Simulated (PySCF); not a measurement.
## How the method moves the gas-phase deprotonation enthalpies of 2-butyne

Structure: `CC#CC` (C4H6). Atom numbers as in the mapped SMILES `[CH3:1][C:2]#[C:3][CH3:4]`.

All levels share the PBE0-D3(BJ)/ma-def2-SVP structures and the PBE0-D3(BJ)/ma-def2-SVP thermal terms; only the single-point energies (PySCF) change. Values are gas-phase deprotonation enthalpies (298 K, kJ/mol).

| level | C1 |
| --- | --- |
| BLYP-D3(BJ)/ma-def2-TZVP | 1594 |
| BP86-D3(BJ)/ma-def2-TZVP | 1596 |
| r2SCAN-D3(BJ)/ma-def2-TZVP (grid 3) | 1609 |
| PBE0-D3(BJ)/aug-cc-pVDZ | 1611 |
| PBE0-D3(BJ)/aug-pcseg-1 | 1613 |
| TPSS-D3(BJ)/ma-def2-TZVP (grid 3) | 1615 |
| PBE0-D3(BJ)/6-31+G* | 1619 |
| PBE0-D3(BJ)/ma-def2-TZVP | 1619 |
| PBE0-D3(BJ)/6-311++G(2d,2p) | 1620 |
| PBE0-D3(BJ)/jun-cc-pV(T+d)Z | 1620 |
| PBE0-D3(BJ)/def2-TZVPD | 1623 |
| PBE0-D3(BJ)/def2-SVPD | 1625 |
| PBE0-D3(BJ)/pcseg-2 | 1626 |
| PBE0-D3(BJ)/pcseg-1 | 1635 |
| M06-L/ma-def2-TZVP (grid 3) | 1636 |
| ωB97X-D3(BJ)/ma-def2-TZVP | 1639 |
| PBE0-D3(BJ)/cc-pVTZ | 1640 |
| PBE0-D3(BJ)/def2-SV(P) | 1649 |
| PBE0-D3(BJ)/cc-pVDZ | 1654 |
| PBE0-D3(BJ)/def2-SVP | 1656 |
| HF/ma-def2-TZVP | 1665 |
| PBE0-D3(BJ)/6-31G* | 1684 |
| PBE0-D3(BJ)/6-31G | 1692 |

Hartree-Fock leaves out electron correlation, so its deprotonation energies can be off by tens of kJ/mol.

The spread: 97 kJ/mol, from 1594 to 1692.

Bases without diffuse functions serve anions poorly.

Differences come from unrounded values, so a last digit can differ from that of the printed terms.
